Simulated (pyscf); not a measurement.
Optimised with ωB97X-D3(BJ)/def2-SVP in PySCF.

### Question
How much does it cost (ΔH, 298 K, ωB97M-D3(BJ)/def2-TZVP) to split H₃C–In=O (SMILES [CH3][In]=[O]) at its C–In bond into CH₃• + [O=In]•?

### Answer
C–In to CH₃• + [O=In]•: 51.3 kcal/mol. The 7 functionals that were run give +46.8 (B3LYP-D3(BJ)) to +55.4 kcal/mol (ωB97X-D3(BJ)/def2-TZVP). The radicals are drawn with the spin at the cut bond; how far it spreads was not checked. The term symbol of open-shell O=In was not checked; spin-orbit terms are left out. Elements past Kr carry the def2 core potentials, without spin-orbit coupling.
